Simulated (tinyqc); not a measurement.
Worked calculation: MP2 on RHF in the sto-6g basis, frozen core, for CH3-, spin multiplicity 1. The basis has no diffuse functions, so it cannot describe the extra electron: this is an exercise in the method, not the real anion. One step of it, computed by the program tinyqc.

Problem. Iteration 7 (converged): orbitals. Diagonalise F' = X^T F X, C = X C', fill 5 alpha and 5 beta electrons from the bottom; D = 2 C_occ C_occ^T. Each column has its largest component positive (the first on a tie).

converged F (hartree):
```
             1C 1s      1C 2s     1C 2px     1C 2py     1C 2pz      2H 1s      3H 1s      4H 1s
1C 1s   -10.511026  -2.721310   0.000007   0.000000   0.005409  -0.819002  -0.819994  -0.819994
1C 2s    -2.721310  -0.947727   0.000141   0.000000   0.017175  -0.535991  -0.536403  -0.536403
1C 2px    0.000007   0.000141   0.218509   0.000000  -0.000013  -0.230683   0.115338   0.115338
1C 2py    0.000000   0.000000   0.000000   0.218135   0.000000   0.000000  -0.199842   0.199842
1C 2pz    0.005409   0.017175  -0.000013   0.000000   0.221181   0.021233   0.021249   0.021249
2H 1s    -0.819002  -0.535991  -0.230683   0.000000   0.021233  -0.144638  -0.197087  -0.197087
3H 1s    -0.819994  -0.536403   0.115338  -0.199842   0.021249  -0.197087  -0.145130  -0.197190
4H 1s    -0.819994  -0.536403   0.115338   0.199842   0.021249  -0.197087  -0.197190  -0.145130
```

X:
```
            1C 1s      1C 2s     1C 2px     1C 2py     1C 2pz      2H 1s      3H 1s      4H 1s
1C 1s    1.026831  -0.163762   0.000001   0.000000   0.002129   0.022816   0.022813   0.022813
1C 2s   -0.163762   1.520034  -0.000181   0.000000  -0.028395  -0.385176  -0.385648  -0.385648
1C 2px   0.000001  -0.000181   1.225176   0.000000   0.000013  -0.387524   0.193845   0.193845
1C 2py   0.000000   0.000000   0.000000   1.225541   0.000000   0.000000  -0.335998   0.335998
1C 2pz   0.002129  -0.028395   0.000013   0.000000   1.001623   0.022072   0.022106   0.022106
2H 1s    0.022816  -0.385176  -0.387524   0.000000   0.022072   1.319691  -0.038548  -0.038548
3H 1s    0.022813  -0.385648   0.193845  -0.335998   0.022106  -0.038548   1.320224  -0.038620
4H 1s    0.022813  -0.385648   0.193845   0.335998   0.022106  -0.038548  -0.038620   1.320224
```

Give: F' = X^T F X; orbital energies; coefficients C; D after iteration 7.

Solution.

F' = X^T F X (hartree):
```
         1       2       3       4       5       6       7       8
1  -10.297  -1.478   0.000   0.000   0.008  -0.158  -0.158  -0.158
2   -1.478   0.218   0.000   0.000  -0.030  -0.477  -0.478  -0.478
3    0.000   0.000   0.668   0.000   0.000  -0.567   0.284   0.284
4    0.000   0.000   0.000   0.669   0.000   0.000  -0.492   0.492
5    0.008  -0.030   0.000   0.000   0.224   0.032   0.032   0.032
6   -0.158  -0.477  -0.567   0.000   0.032   0.432  -0.078  -0.078
7   -0.158  -0.478   0.284  -0.492   0.032  -0.078   0.432  -0.078
8   -0.158  -0.478   0.284   0.492   0.032  -0.078  -0.078   0.432
```

orbital energies (hartree): MO1 -10.514, MO2 -0.429, MO3 -0.110, MO4 -0.110, MO5 0.221, MO6 1.144, MO7 1.288, MO8 1.289

coefficients C:
```
           MO1     MO2     MO3     MO4     MO5     MO6     MO7     MO8
1C 1s    0.995  -0.203   0.000   0.000  -0.019  -0.227   0.000   0.000
1C 2s    0.025   0.541   0.000   0.000   0.092   1.576  -0.003   0.000
1C 2px   0.000   0.000   0.000   0.462   0.000   0.002   1.230   0.000
1C 2py   0.000   0.000   0.462   0.000   0.000   0.000   0.000   1.231
1C 2pz  -0.001  -0.023   0.000   0.000   0.996  -0.112   0.000   0.000
2H 1s   -0.005   0.268   0.000   0.570  -0.020  -0.771  -1.026   0.000
3H 1s   -0.005   0.268   0.493  -0.285  -0.020  -0.769   0.515  -0.891
4H 1s   -0.005   0.268  -0.493  -0.285  -0.020  -0.769   0.515   0.891
```

D after iteration 7:
```
         1C 1s   1C 2s  1C 2px  1C 2py  1C 2pz   2H 1s   3H 1s   4H 1s
1C 1s    2.063  -0.173   0.000   0.000  -0.030  -0.119  -0.119  -0.119
1C 2s   -0.173   0.603   0.000   0.000   0.158   0.286   0.286   0.286
1C 2px   0.000   0.000   0.426   0.000   0.000   0.526  -0.263  -0.263
1C 2py   0.000   0.000   0.000   0.426   0.000   0.000   0.455  -0.455
1C 2pz  -0.030   0.158   0.000   0.000   1.986  -0.051  -0.051  -0.051
2H 1s   -0.119   0.286   0.526   0.000  -0.051   0.793  -0.180  -0.180
3H 1s   -0.119   0.286  -0.263   0.455  -0.051  -0.180   0.793  -0.179
4H 1s   -0.119   0.286  -0.263  -0.455  -0.051  -0.180  -0.179   0.793
```
